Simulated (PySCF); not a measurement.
Trends in electronic spectra. Level of theory: TDDFT PBE0/def2-SVPD, vertical, gas phase, core orbitals frozen in the response (PySCF). Geometries: GFN2-xTB; one conformer of each isolated species. Triplets are in the Tamm–Dancoff approximation.

Question: Rank by computed HOMO energy, lowest first.
A. `C=C(F)[Si@H](C)[SiH3]`
B. `C=C/C=C/C=C`
C. `C1(CCC1=C)=C`
D. `C=C1CC[C@@H]1C`

Answer: A (-7.63 eV), D (-7.04 eV), C (-6.57 eV), B (-6.27 eV).

```csv
SMILES,HOMO (eV),first f ≥ 0.01 (nm),α (au),S1 (eV),gap (eV),LUMO (eV),S1 mainly
C=C(F)[Si@H](C)[SiH3],-7.63,195,95.2,6.34,7.13,-0.49,H→L+1 (91%)
C=C1CC[C@@H]1C,-7.04,187,70.1,6.64,7.24,0.20,H→L (76%)
C=C1CCC1=C,-6.57,239,72.4,5.19,5.50,-1.07,H→L (98%)
C=C/C=C/C=C,-6.27,256,91.4,4.85,4.85,-1.42,H→L (98%)
```

H and L stand for HOMO and LUMO.

- `C=C(F)[Si@H](C)[SiH3]`: Löwdin shares by element: HOMO carbon 64% or more, fluorine 12%, silicon 6% or more (atoms not listed hold the other 17%); LUMO carbon 47% or more, silicon 28% (atoms not listed hold the other 25%).
- `C=C1CC[C@@H]1C`: Löwdin shares by element: HOMO carbon 80% or more (atoms not listed hold the other 20%); LUMO carbon 64% or more (atoms not listed hold the other 36%).
- `C=C1CCC1=C`: Löwdin shares by element: HOMO carbon 82% or more (atoms not listed hold the other 18%); LUMO carbon 72% or more (atoms not listed hold the other 28%).
- `C=C/C=C/C=C`: Löwdin shares by element: HOMO carbon 69% or more (atoms not listed hold the other 31%); LUMO carbon 67% or more (atoms not listed hold the other 33%).
